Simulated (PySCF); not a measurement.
# Adding and removing an electron: AlS

PBE0; basis Al aug-pcseg-1, S aug-pcseg-1; no relativity; PySCF 2.14. Neutral (UKS): doublet (σ ↑), Re = 2.037 Å, ωe = 623 cm⁻¹, De = 4.17 eV, HOMO -7.19 eV, LUMO -4.39 eV.

AlS⁻ (UKS): singlet (closed shell), Re = 2.103 Å, ωe = 571 cm⁻¹, De = 4.69 eV to Al + S⁻. The energies at the minima are -640.33467 hartree for AlS and -640.43138 for AlS⁻.

Task: Work out the adiabatic electron affinity, without and with harmonic zero-point energies (1 hartree = 27.2114 eV, 1 eV = 8065.5 cm⁻¹), and the change of the bond length.

Result: At PBE0: 0.09671 hartree = 2.632 eV between the minima; the zero-point term (623.0 − 571.0)/2 cm⁻¹ = +0.003 eV makes it 2.635 eV. Re changes by +6.6 pm against the neutral. The electron enters a σ orbital; the charge polarises the partner, so the anion is bound more strongly.

For an ion De counts to the pair picked by the measured ionisation energies or electron affinities, which need not be the lowest pair at this level. States were picked by a PBE0 search and need not be the measured ground states.
